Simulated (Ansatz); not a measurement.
in.yaml

```yaml
crystal:
  periodic: [false, false, false]
  atoms:
    - {symbol: B, position_ang: [-0.290570, 0.000000, 0.713658]}
    - {symbol: N, position_ang: [-0.013440, 0.000000, -0.511079]}
    - {symbol: S, position_ang: [0.336409, 0.000000, -2.057192]}
    - {symbol: H, position_ang: [-0.032398, 0.000000, 1.854613]}
basis:
  gaussian: {orbitals: def2-SVP}
magnetization: {spin_polarized: false, initial_magnetization: 1}
hamiltonian: {xc: hf}
scf: {lower_state_search: light}
output: {orbitals: {seedname: orbitals}}
```

```sh
$ ansatz run in.yaml --threads 1 --pin off --events-out ev --progress --plain --max-ram 2393MiB
```

Log:

```
498 factors; integrals over basis functions are off by at most 1.2e-3 eV
mean field evaluation 1: about -12978.4865 eV, gradient 2.2e1 eV
mean field evaluation 2: about -12978.5663 eV, gradient 2.2e1 eV
mean field evaluation 4: about -12980.0400 eV, gradient 4.2e0 eV
mean field evaluation 8: about -12980.1182 eV, gradient 3.2e-1 eV
mean field evaluation 16: about -12980.1196 eV, gradient 3.7e-6 eV
mean field evaluation 32: about -12980.1082 eV, gradient 2.9e-2 eV
mean field evaluation 64: about -12980.0972 eV, gradient 8.9e-1 eV
mean field evaluation 96: about -12980.1194 eV, gradient 3.9e-2 eV
mean field -12980.11956222 eV, -477.0105956704 hartree, gradient 3.7e-6 eV, S^2 0.750000; 4 other end points of the search recorded, 0 dependent functions left out
reference -12980.11956222 eV, -477.0105956704 hartree; 15, 14 occupied and 36, 37 virtual orbitals, 498 factors
Total energy: -12980.11956222 eV, -477.0105956704 hartree
```

Ran on 1 thread of Arm Neoverse N1, shared host: 1.5 s wall, 0.08 GiB peak host memory.
